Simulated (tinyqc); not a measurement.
Inside a calculation (part 3 of 3). Method: UHF in the sto-3g basis, for H2O, spin multiplicity 1. Computed by tinyqc, a small Python program that keeps every step (integrals from PySCF). Command: `OMP_NUM_THREADS=1 python tinyqc.py 27063 27064 out.jsonl` (the two numbers bound the seeds that draw the settings). One thread of a shared host (Intel(R) Xeon(R) Processor @ 2.60GHz), about 0.2 s of CPU time with the checks.

Geometry (angstrom):
```
atom         x          y         z
O     0.000000   0.000000  0.000000
H     0.000000   0.910000  0.756000
H     0.000000  -0.910000  0.756000
```

## Convergence

Stop when the energy changes by less than 1e-09 hartree and every element of the error matrix X^T (F D S - S D F) X (for each spin) is below 9e-06.

Course of the cycle:
```
iteration   E (hartree)     change  largest element of the error matrix
1          -74.36642873          -                             1.98e-01
2          -74.83349517  -4.67e-01                             6.29e-02
3          -74.87874358  -4.52e-02                             4.16e-02
4          -74.89801410  -1.93e-02                             2.25e-02
5          -74.90514156  -7.13e-03                             8.06e-03
6          -74.90613943  -9.98e-04                             1.20e-03
7          -74.90614587  -6.44e-06                             7.20e-04
8          -74.90614886  -2.99e-06                             1.59e-04
9          -74.90614901  -1.55e-07                             5.34e-06
10         -74.90614901  -1.68e-10                             2.99e-07
```

PySCF UHF in the same basis, after a stability check = -74.90614901 hartree

Converged in 10 iterations.

## Populations, bond orders and dipole

D(alpha) after iteration 10, order 1O 1s, 1O 2s, 1O 2px, 1O 2py, 1O 2pz, 2H 1s, 3H 1s:
$$\begin{pmatrix}
1.055915 & -0.237786 & 0.000000 & 0.000000 & 0.049942 & -0.004864 & -0.004864 \\
-0.237786 & 1.030929 & 0.000000 & 0.000000 & -0.260625 & -0.037375 & -0.037375 \\
0.000000 & 0.000000 & 1.000000 & 0.000000 & 0.000000 & 0.000000 & 0.000000 \\
0.000000 & 0.000000 & 0.000000 & 0.381461 & 0.000000 & 0.282001 & -0.282001 \\
0.049942 & -0.260625 & 0.000000 & 0.000000 & 0.530385 & 0.267500 & 0.267500 \\
-0.004864 & -0.037375 & 0.000000 & 0.282001 & 0.267500 & 0.353251 & -0.063697 \\
-0.004864 & -0.037375 & 0.000000 & -0.282001 & 0.267500 & -0.063697 & 0.353251
\end{pmatrix}$$

D(beta) after iteration 10, order 1O 1s, 1O 2s, 1O 2px, 1O 2py, 1O 2pz, 2H 1s, 3H 1s:
$$\begin{pmatrix}
1.055915 & -0.237786 & 0.000000 & 0.000000 & 0.049942 & -0.004864 & -0.004864 \\
-0.237786 & 1.030929 & 0.000000 & 0.000000 & -0.260625 & -0.037375 & -0.037375 \\
0.000000 & 0.000000 & 1.000000 & 0.000000 & 0.000000 & 0.000000 & 0.000000 \\
0.000000 & 0.000000 & 0.000000 & 0.381461 & 0.000000 & 0.282001 & -0.282001 \\
0.049942 & -0.260625 & 0.000000 & 0.000000 & 0.530385 & 0.267500 & 0.267500 \\
-0.004864 & -0.037375 & 0.000000 & 0.282001 & 0.267500 & 0.353251 & -0.063697 \\
-0.004864 & -0.037375 & 0.000000 & -0.282001 & 0.267500 & -0.063697 & 0.353251
\end{pmatrix}$$

overlap S, order 1O 1s, 1O 2s, 1O 2px, 1O 2py, 1O 2pz, 2H 1s, 3H 1s:
$$\begin{pmatrix}
1.000000 & 0.236704 & 0.000000 & 0.000000 & 0.000000 & 0.031550 & 0.031550 \\
0.236704 & 1.000000 & 0.000000 & 0.000000 & 0.000000 & 0.339657 & 0.339657 \\
0.000000 & 0.000000 & 1.000000 & 0.000000 & 0.000000 & 0.000000 & 0.000000 \\
0.000000 & 0.000000 & 0.000000 & 1.000000 & 0.000000 & 0.237507 & -0.237507 \\
0.000000 & 0.000000 & 0.000000 & 0.000000 & 1.000000 & 0.197313 & 0.197313 \\
0.031550 & 0.339657 & 0.000000 & 0.237507 & 0.197313 & 1.000000 & 0.159055 \\
0.031550 & 0.339657 & 0.000000 & -0.237507 & 0.197313 & 0.159055 & 1.000000
\end{pmatrix}$$

Mulliken: Z minus the diagonal of D S on the atom; Loewdin: the same with S^(1/2) D S^(1/2); Mayer order: 2 sum_s sum (D(s) S)_ij (D(s) S)_ji over the two atoms.

Charges (e):
```
atom   Mulliken    Loewdin  Mulliken spin
1O    -0.199881  -0.148740              0
2H     0.099941   0.074370              0
3H     0.099941   0.074370              0
```

Mayer bond orders:
```
pair     order
2-1   0.985236
3-1   0.985236
3-2   0.004776
```

dipole moment about the origin, x y z (debye): [0.000000, 0.000000, 1.433256]

<S^2> of the determinant (pure state: 0) = 0.000000
